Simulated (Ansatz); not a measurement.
Relaxation of C2HF2 (5 atoms, charge 0, multiplicity 2), to a largest force component of 0.02 eV/Å in at most 50 steps.

These are results of UKS LDA/6-31G in Ansatz 0.2.0, not measurements.

```xyz
5
Properties=species:S:1:pos:R:3:forces:R:3
C -0.166 0.744 -0.138 -1.90 6.82 -1.27
C 0.103 -0.449 0.077 0.46 -0.12 0.20
F 1.048 -0.735 0.950 1.73 -2.13 1.62
F -0.460 -1.428 -0.576 -0.66 -3.18 -0.80
H -0.475 1.795 -0.354 0.38 -1.39 0.25
```

Question: Where does it end, and by what steps?

Answer: The forces met the threshold. Limits of this set-up: no polarisation functions. After 8 steps the energy has fallen by 0.560 eV; H5 moved furthest, 0.25 Å.

```tsv
step	energy less start (eV)	largest force component (eV/Å)	accepted
0	0.0000	6.823	yes
1	-0.3141	1.334	yes
2	-0.3918	1.323	yes
3	-0.5076	0.734	yes
4	-0.5393	0.657	yes
5	-0.5438	0.436	yes
6	-0.5522	0.208	yes
7	-0.5564	0.334	yes
8	-0.5605	0.020	yes
```

```xyz
5
Properties=species:S:1:pos:R:3
C -0.064 0.909 -0.013
C 0.156 -0.371 0.111
F 1.056 -0.931 0.965
F -0.473 -1.367 -0.588
H -0.626 1.686 -0.516
```

Whether the end is a true minimum wasn't checked by a vibrational analysis.

Time of the run: 18 s on 1 thread of Intel(R) Xeon(R) Processor @ 2.50GHz (Skylake/Cascade Lake) (shared host), peak memory 0.11 GiB.
